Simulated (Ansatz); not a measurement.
System: diamond-structure Ge. Method: PBE-D3(BJ) (PAW; Ansatz, an electronic-structure program).

Run with plane-wave cutoff 520 eV, 20×20×20 k mesh, Fermi–Dirac smearing 0.05 eV, scalar-relativistic PAW data made under PBE.

Cell (relaxed at this level):

```cif
data_Ge8
_chemical_formula_sum 'Ge8'
_space_group_name_H-M_alt 'Fd-3m :1'
_space_group_IT_number 227
_space_group_name_Hall 'F 4d 2 3 -1d'
_cell_length_a 5.69951
_cell_length_b 5.69951
_cell_length_c 5.69951
_cell_angle_alpha 90.000
_cell_angle_beta 90.000
_cell_angle_gamma 90.000
loop_
_atom_site_label
_atom_site_type_symbol
_atom_site_symmetry_multiplicity
_atom_site_Wyckoff_symbol
_atom_site_fract_x
_atom_site_fract_y
_atom_site_fract_z
_atom_site_occupancy
Ge1 Ge 8 a 0.00000 0.00000 0.00000 1
```
(The calculation used a cell of 2 atoms; values per cell refer to that cell.)

Question: What does this level give for the elastic constant C12, Voigt–Reuss–Hill bulk modulus, Voigt–Reuss–Hill shear modulus (Hill average), elastic constant C11 and elastic constant C44?

Answer: 
* **elastic constant C12**: 41.8 GPa
* **Voigt–Reuss–Hill bulk modulus**: 64.9 GPa
* **Voigt–Reuss–Hill shear modulus (Hill average)**: 47.4 GPa
* **elastic constant C11**: 111 GPa
* **elastic constant C44**: 58.4 GPa

Measured, for comparison: elastic constant C12 49 GPa, elastic constant C11 131 GPa, elastic constant C44 68 GPa (low temperature, zero-point motion not removed; as tabulated in Tanner et al. (2021), arXiv:2110.11888). Computed (rounded) less measured: elastic constant C12 -15 %, elastic constant C11 -15 %, elastic constant C44 -14 %.

Note: the solid has no gap at this level, which affects its response; the dispersion coefficients are held fixed in the derivatives.

Elastic constants are with the ions relaxed.

Computed values are for the static lattice.
